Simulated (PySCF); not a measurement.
How close CCSD(T) comes to the exact answer in a basis

Each species is computed at the geometry given (Å), with frozen cores, in PySCF 2.14.0: RHF-CCSD(T) for singlets, UHF-CCSD(T) otherwise, and full CI in the same basis. The script picks the determinant by trial CCSD, so it needn't be the lowest Hartree–Fock solution. States: Al–CH2⁺ quintet A2, HAlB doublet A', SiC triplet Π. Cases whose determinant has another symmetry than full CI's state, or whose (Q) step broke down, weren't drawn.

Q: Judging by size, spin and bonding and the diagnostics given, rank them by the size of CCSD(T)'s error in total energy against full CI in the same basis, smallest first (an estimate).
A. Al–CH2⁺, quintet, 6-31G: Al 0.000 0.000 0.695; C 0.000 0.000 -1.253; H 0.000 0.916 -1.839; H 0.000 -0.916 -1.839. T1 0.010, (T) -26 meV in a correlation energy of -2.09 eV
B. HAlB, doublet, 6-31G: B 0.000 -0.203 2.080; Al 0.000 0.122 -0.765; H 0.000 -1.078 -1.826. T1 0.087, (T) -76 meV in a correlation energy of -2.72 eV
C. SiC, triplet, 6-31G: Si 0.000 0.000 0.000; C 0.000 0.000 1.710. T1 0.097, (T) -113 meV in a correlation energy of -3.06 eV

A: A (8.6 meV), B (58.2 meV), C (74.1 meV).

```json
{"species": "Al–CH2⁺, quintet", "basis": "6-31G", "correlated electrons": "8", "CCSD(T) − full CI (meV)": "8.6", "CCSDT(Q) − full CI (meV)": "–", "unpaired electrons (full CI)": "4.01", "T1": "0.010", "⟨S²⟩ of the determinant": "6.01"}
{"species": "HAlB, doublet", "basis": "6-31G", "correlated electrons": "7", "CCSD(T) − full CI (meV)": "58.2", "CCSDT(Q) − full CI (meV)": "–", "unpaired electrons (full CI)": "1.22", "T1": "0.087", "⟨S²⟩ of the determinant": "0.79"}
{"species": "SiC, triplet", "basis": "6-31G", "correlated electrons": "8", "CCSD(T) − full CI (meV)": "74.1", "CCSDT(Q) − full CI (meV)": "–", "unpaired electrons (full CI)": "2.19", "T1": "0.097", "⟨S²⟩ of the determinant": "2.55"}
```

Unpaired electrons are Σ n²(2−n)² over natural occupations; an open shell counts its own unpaired electrons too. Frozen cores follow each run's orbitals, which moves totals by a few meV. A dash: (Q) wasn't run for open shells.
